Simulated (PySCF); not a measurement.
From results back to the method.

Species: C3H10NP.
Atom-mapped SMILES: `[CH3:1][P:2]([CH3:3])([CH3:4])=[NH:5]` (hydrogens: H6, H7, H8 on C1; H9, H10, H11 on C3; H12, H13, H14 on C4; H15 on N5)

The closed-shell ground state was solved 5 times with PySCF (density fitting, gas phase), always in the pcSseg-1 basis (142 functions), with these functionals: B3LYP, HF, KT3, OPBE and mPW1PW91. Isolated species at its PBE0-D3(BJ)/def2-SVP geometry, gas phase.

| row | total energy (Eh) | HOMO (eV) | LUMO (eV) | dipole (D) |
| --- | --- | --- | --- | --- |
| P | -521.7185 | -4.75 | -0.03 | 3.21 |
| Q | -514.5487 | -9.07 | 3.59 | 4.04 |
| R | -516.4285 | -5.71 | 0.57 | 3.48 |
| S | -516.3790 | -6.00 | 0.92 | 3.55 |
| T | -516.2991 | -4.65 | 0.40 | 3.31 |

Which functional belongs to which row?

P = KT3, Q = HF, R = B3LYP, S = mPW1PW91, T = OPBE. By rising HOMO–LUMO gap: KT3 (GGA) 4.72 eV; OPBE (GGA) 5.05 eV; B3LYP (global hybrid, 20 % exact exchange) 6.28 eV; mPW1PW91 (global hybrid, 25 % exact exchange) 6.92 eV; HF (all exact exchange) 12.66 eV. Total energies of different functionals aren't bounds to one another; each is stationary for its own functional.
